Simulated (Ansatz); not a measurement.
## HBAl, quartet along the scale of all distances

Starting geometry (PBE0/def2-TZVP stationary point for this spin, not checked as a minimum):

```xyz
3

B     0.0000    0.0000    0.2519
Al    0.0000    0.0000   -1.6889
H     0.0000    0.0000    1.4370
```

From there all distances are scaled together; atoms are numbered as listed. Energies are in kcal/mol, counted from the starting geometry at the same level.

Basis 6-31G; Ansatz 0.2.0. Only valence electrons are correlated (noble-gas cores frozen). Prefix R: restricted or restricted open-shell reference; prefix U: unrestricted. Active spaces: valence = (7e, 9o) chosen from the atoms' valence shells.

Unrestricted rows (U) aren't spin-pure: their determinants' ⟨S²⟩ exceeds S(S+1) by up to 0.10, so they mix in states of higher spin. Coupled cluster chose its determinant by a search with trial CCSD, here up to 0.51 eV above the lowest Hartree–Fock solution of its kind, and MP2 stands on that determinant too. Runs in a small pair space aren't shown, since their orbitals change along the scan. A value is left out where its run failed or describes another state than the reference as far as symmetry and spin tell, or, spin-broken singlets apart, can't be checked. The reference follows the lowest state, whose symmetry changes from Σ⁻ or Δ to Π between 1.749 and 2.007.

Full CI is exact within this basis and frozen core; it isn't the basis-set limit. The frozen core follows each run's orbitals, which can shift R against U totals by a few meV.

```
scale of all distances  full CI  unpaired electrons (full CI)  error UMP2  error UCCSD(T)  error RCCSDT  error UCCSDT  error RCCSDT(Q)  error MRCISD (valence space)
                 0.871     34.4                          3.02        -1.9            -0.2          -0.1          -0.1              0.0                           0.0
                 1.000      0.0                          3.04         0.0             0.0           0.0           0.0              0.0                           0.0
                 1.130      8.2                          3.06         2.7             0.3           0.2           0.2              0.1                           0.0
                 1.277     35.0                          3.11        11.7             0.8           0.4           0.4              0.1                           0.1
                 1.473     71.1                          3.20           –            1.2*           0.5          0.5*              0.1                           0.1
                 1.749     99.7                          3.35        11.3             2.1          0.2*          0.2*             0.0*                           0.1
                 2.007    107.2                          3.15         6.5            -0.1          -0.2          -0.1              0.0                             –
                 2.421    108.8                          3.16         5.4            -0.4          -0.2          -0.2              0.0                           0.0
```

An asterisk marks runs whose energy the program itself flagged as in doubt.

Unpaired electrons are Σ n²(2−n)² over natural occupations. Errors are those of relative energies. In total energy the starting point itself misses full CI by: UMP2 14.9, UCCSD(T) 0.7, RCCSDT 0.2, UCCSDT 0.2, RCCSDT(Q) 0.1, MRCISD (valence space) 0.4 kcal/mol.

Spread of the error over the points with a reference, to 2.421 (largest less smallest): RCCSDT(Q) 0.2, MRCISD (valence space) 0.2 (7 of 8 points), UCCSDT 0.6, RCCSDT 0.7, UCCSD(T) 2.5, UMP2 13.6 (7 of 8 points) kcal/mol.
